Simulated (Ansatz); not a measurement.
Consider the atomization: `FC1=COC1` → 3 C• + F• + 3 H• + O•.

Gas-phase electronic energies from Ansatz, PBE0-D4/def2-TZVP geometries. CBS: MP2 limit from def2 TZ/QZ plus the TZ coupled-cluster correction, frozen cores. This one scheme is used for every species, atoms too. Functionals use def2-TZVPP. B3LYP here is the variant with VWN-RPA as its local correlation; programs differ in this. HSE06 is defined as in plane-wave codes. Open shells (•) are unrestricted, without spin–orbit coupling. Spin–orbit coupling would lower the free atoms: a little for C, F, O.

`FC1=COC1`:

```xyz
8

F    -0.744    1.915   -0.357
C    -0.236    0.749   -0.015
C     0.386    0.225    1.034
O     0.537   -1.050    0.487
C    -0.139   -0.569   -0.712
H     0.744    0.476    2.021
H    -1.068   -1.116   -0.879
H     0.521   -0.629   -1.579
```

| level | ΔE (eV) |
| --- | --- |
| PBE-D4 | 36.48 |
| B2PLYP | 34.40 |
| B3LYP | 34.46 |
| r2SCAN0 | 34.00 |
| HSE06 | 35.17 |
| CCSD(T)/def2-SVP | 33.02 |
| HF/def2-QZVPP | 23.61 |
| CCSD/CBS(def2) | 33.89 |

What does CCSD(T)/CBS give? (Best estimate.)

Ansatz gave: +34.67 eV. The listed levels differ from it by 1.81, -0.27, -0.21, -0.67, 0.50, -1.65, -11.06, -0.78 eV.

What do rigid-rotor, harmonic-oscillator terms from PBE0-D4/def2-TZVP frequencies (298.15 K, 1 bar) make of the CCSD(T)/CBS value? (Estimate.)

Computed: ΔZPE = -1.52 eV, ΔH = +33.53 eV, ΔS = 857 J/(mol·K), ΔG = +30.88 eV. Open shells count their whole term as degenerate.

Largest T1 diagnostic among the species: 0.013.

The D4 term adds +0.21 eV with B3LYP and +0.11 eV with PBE0; it sums over pairs of atoms, weighted by their polarisabilities, and B3LYP, whose exchange is more repulsive, gets the larger term. At CCSD(T), def2-SVP lies −1.66 eV from the extrapolated value and def2-TZVPP −0.97 eV: correlation converges slowly with the basis, and small sets miss more of it in the bonded molecule than in its fragments.

For atomizations the MP2-based limit and the directly extrapolated one differ by several kJ/mol either way, and by 10 to 25 for some Ge, Se and Sn compounds, so smaller differences from it don't rank the levels.
